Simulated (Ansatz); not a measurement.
Reaction (SMILES): C(F)F → C atom + 2 F atom + 2 H atom
B3LYP-D3(BJ)/def2-TZVP geometries, fixed; electronic energies without zero-point terms.

How fast the atomisation energy converges with the basis for several methods (Ansatz, a program for electronic structure): deviation from each method's own reference, in kcal/mol. References: CCSD(T) 437.11 kcal/mol, Hartree-Fock in cc-pVQZ plus the correlation part extrapolated as X^-3 from cc-pVTZ and cc-pVQZ; HF 310.58 kcal/mol, the value in aug-pcseg-3; MP2 451.58 kcal/mol, Hartree-Fock in aug-cc-pVQZ plus the correlation part extrapolated as X^-3 from aug-cc-pVTZ and aug-cc-pVQZ; PBE 451.20 kcal/mol, the value in aug-pcseg-3; PBE0 436.95 kcal/mol, the value in aug-pcseg-3; r2SCAN 438.80 kcal/mol, the value in aug-pcseg-3. All functions are spherical. In correlated methods cores are frozen. Open shells are unrestricted. No added dispersion term, no relativity. 

```json
[
 {"basis": "pcseg-0", "functions": "31", "CCSD(T)": "-80.48", "HF": "-38.44", "MP2": "-90.01", "PBE": "-26.57", "PBE0": "-31.04", "r2SCAN": "-32.07"},
 {"basis": "def2-SV(P)", "functions": "46", "CCSD(T)": "-35.89", "HF": "-1.89", "MP2": "-38.51", "PBE": "2.32", "PBE0": "0.40", "r2SCAN": "-1.16"},
 {"basis": "6-311+G**", "functions": "78", "CCSD(T)": "-28.34", "HF": "-7.00", "MP2": "-31.34", "PBE": "-5.52", "PBE0": "-5.94", "r2SCAN": "-5.73"},
 {"basis": "pcseg-2", "functions": "118", "CCSD(T)": "-8.70", "HF": "-0.08", "MP2": "-9.95", "PBE": "-0.11", "PBE0": "-0.16", "r2SCAN": "-0.14"},
 {"basis": "jun-cc-pV(T+d)Z", "functions": "145", "CCSD(T)": "-10.10", "HF": "-1.40", "MP2": "-11.21", "PBE": "-0.75", "PBE0": "-0.90", "r2SCAN": "-0.87"},
 {"basis": "def2-TZVPPD", "functions": "151", "CCSD(T)": "-9.89", "HF": "-1.43", "MP2": "-10.90", "PBE": "-0.36", "PBE0": "-0.68", "r2SCAN": "-0.94"},
 {"basis": "def2-QZVPP", "functions": "231", "CCSD(T)": "-4.42", "HF": "-1.07", "MP2": "-5.32", "PBE": "-0.38", "PBE0": "-0.54", "r2SCAN": "-0.70"},
 {"basis": "pcseg-3", "functions": "246", "CCSD(T)": "-2.56", "HF": "-0.02", "MP2": "-3.24", "PBE": "-0.01", "PBE0": "-0.02", "r2SCAN": "-0.02"}
]
```

Mean absolute deviation over 6-311+G**, pcseg-2, jun-cc-pV(T+d)Z, def2-TZVPPD: PBE 1.69, r2SCAN 1.92, PBE0 1.92, HF 2.48, CCSD(T) 14.26, MP2 15.85 kcal/mol.
